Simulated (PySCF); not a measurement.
Compound: 1,1-dichlorocyclopropane, C3H4Cl2.
Structure used (PBE0-D3(BJ)/def2-SVP), in Å, numbered top down from 1:
```
atom  x, y, z in Å
Cl1    1.1618   -1.4765    1.2894
C2     0.7170   -0.1183    0.2658
Cl3    2.0640    0.9599   -0.0732
C4    -0.2983   -0.3382   -0.8014
C5    -0.6401    0.4743    0.4256
H6    -0.1452    0.1893   -1.7461
H7    -0.7147   -1.3447   -0.8888
H8    -0.7210    1.5592    0.3230
H9    -1.2908    0.0256    1.1801
```

The calculation used PySCF, TDDFT CAM-B3LYP/def2-SVPD, vertical, gas phase, core orbitals frozen in the response.

Ground-to-excited transition dipoles (e·a0, same axes as the geometry; the sign carries no meaning), for the states with f of 0.002 or more among the lowest 9:

| state | E (hartree) | μx | μy | μz |
| --- | --- | --- | --- | --- |
| S3 | 0.2677 | 0.067 | 0.183 | -0.103 |
| S4 | 0.2790 | 0.226 | -0.034 | 0.085 |
| S6 | 0.2913 | 0.141 | -0.336 | -0.506 |
| S7 | 0.3026 | -0.244 | -0.005 | -0.065 |
| S8 | 0.3034 | -0.199 | -0.584 | 0.331 |
| S9 | 0.3103 | -0.047 | 0.110 | 0.168 |

Task: What oscillator strength does each state have?

Result: f = (2/3) ΔE |μ|² with ΔE in hartree (27.2114 eV).

```csv
state,|μ|² (au),|μ| (D),f
S3,0.048,0.56,0.009
S4,0.060,0.62,0.011
S6,0.389,1.59,0.076
S7,0.064,0.64,0.013
S8,0.490,1.78,0.099
S9,0.042,0.52,0.009
```

Task: What is the point group, and which symmetry does each of these states have?

Result: C2v. The ground state is totally symmetric, so the direction of μ fixes the label. Polarised along the twofold axis, so A1: S4 and S7. Polarised across the twofold axis, so B1 or B2: S3, S6, S8 and S9. Which of B1 and B2 hangs on the choice of axes; S3 and S8 take one label and S6 and S9 the other.

Task: What angle do the transition dipoles of S4 and S6 make?

Result: |cos θ| = |μa·μb| / (|μa| |μb|) = 0.00, so θ ≈ 90° (taken between 0 and 90°, since the signs are arbitrary).

Task: How is the summed strength of these states shared among x, y and z?

Result: (2/3) Σ ΔE μα² gives 0.035 for x, 0.099 for y and 0.082 for z, 0.216 in all.

Task: What peak molar absorption coefficient would the strongest computed level give as a lone Gaussian band 0.4 eV wide at half height?

Result: ε(max) = 2.175×10⁸ f / FWHM, with the width in cm⁻¹. S8: 2.175×10⁸ × 0.0991 / 3226 ≈ 6700 L mol⁻¹ cm⁻¹.

All these states lie below the vertical ionisation energy of 10.29 eV (ΔSCF).

Without π bonds the low states may be Rydberg-like; a valence basis with one diffuse set may place them up to an eV too high.
